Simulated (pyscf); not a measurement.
Elementary routes open to H₃C–SnH₃ + HF in the gas phase (singlet surface):
A. H₃C–SnH₂–F + H₂ (H–Sn, F–H broken; F–Sn, H–H formed)
B. CH₄ + F–SnH₃ (C–Sn, F–H broken; C–H, F–Sn formed)

Optimised with ωB97X-D3(BJ)/def2-SVP in PySCF.

Task: Rank the routes by free-energy barrier at 900 K, lowest first, for ωB97M-D3(BJ)/def2-TZVP energies (ideal gas, 1 atm, RRHO with modes under 100 cm⁻¹ raised to 100, one conformer, R ln 2 for chiral ones without a mode under 150 cm⁻¹).

Result: A (213.1 kJ/mol), B (228.3 kJ/mol)

Route A is the fastest of these, ahead of the next by 15.2 kJ/mol. The most stable products are those of B (ΔG = -72.4 kJ/mol), whose barrier is 15.2 kJ/mol higher: the kinetic and the thermodynamic product differ. At 298 K A is still the fastest. Only these routes are compared; each barrier is that of the saddle found, and lower ones may exist. Elements past Kr carry the def2 core potentials, without spin-orbit coupling.
